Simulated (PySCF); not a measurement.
Compound: C5H8F (doublet state).
Atom-mapped SMILES: `[H]/[C:1]=[CH:2]\[C@H:3]([CH3:4])[CH2:5][F:6]` (hydrogens: H7 on C1; H8 on C2; H9 on C3; H10, H11, H12 on C4; H13, H14 on C5)

Structure used (GFN2-xTB), in Å, numbered top down from 1:
```
atom  x, y, z in Å
C1     1.9256   -0.1675   -1.5055
C2     0.6868   -0.0800   -1.1625
C3     0.1524   -0.0174    0.2705
C4    -0.7397   -1.2257    0.5372
C5    -0.6331    1.2756    0.4697
F6     0.1961    2.3671    0.4031
H7     2.8880   -0.2128   -1.0533
H8    -0.1006   -0.0493   -1.9081
H9     0.9992   -0.0173    0.9626
H10   -1.0994   -1.2159    1.5642
H11   -1.5989   -1.2230   -0.1305
H12   -0.1808   -2.1438    0.3765
H13   -1.1019    1.3002    1.4606
H14   -1.3944    1.4094   -0.3067
```

The hyperfine couplings belong to this conformer and change with its torsions.

Level of theory: PySCF, UKS B3LYP, pcH-1 on C F H, non-relativistic, mean-field spin-orbit, GIAO. Geometry: GFN2-xTB, one conformer, isolated molecule. A GFN2-xTB geometry isn't a minimum of the functional, and hyperfine couplings can be far from their values at a DFT geometry. The SCF solution wasn't tested for stability.

Question: What are g_iso and the isotropic 1H coupling of H8?

Answer: g_iso = 2.00222 and a = +111.55 MHz, or +3.981 mT (Mulliken spin population +0.05).

Question: Take this nucleus alone (I = 1/2, g_N = 5.5857) with S = 1/2. Where do its 2 lines fall at 9.751 GHz to first order, to second order and exactly?

Answer: B0 = hν/(g μB) = 347.958 mT and a/B0 = 0.0114. B(1) = B0 − a·mI, B(2) = B(1) − a²[I(I+1) − mI²]/(2B0); the exact values solve the Breit–Rabi equation, nuclear Zeeman term included.

```csv
mI,first order (mT),second order (mT),exact (mT),exact − first order
−1/2,349.948,349.937,349.937,-0.011
+1/2,345.967,345.956,345.956,-0.011
```

Question: What g and a would be read from the two outer exact lines by first-order rules?

Answer: Their midpoint, 347.946 mT, gives an apparent g of 2.00228 (true 2.00222), and their distance over 2I an apparent |a| of 3.981 mT (true 3.981).

Question: Give the zero-field levels of this pair of spins.

Answer: F = I ± 1/2 = 1 and 0, at a·I/2 = +27.9 MHz and −a(I+1)/2 = -83.7 MHz, that is |a|(I + 1/2) = 111.6 MHz apart; F = 0 lies lower.

Other couplings of abundant isotopes, left aside here: 1 × 1H 36 MHz, 1 × 1H 6 MHz, 1 × 1H 6 MHz, 3 × 1H 2 MHz.

Nuclei that the bonding pattern makes equivalent are averaged, as if the motion that swaps them (rotation, inversion, ring flip) were fast.

On an Arm Neoverse V2 with one thread, on a shared host, this took 40 s of wall time.
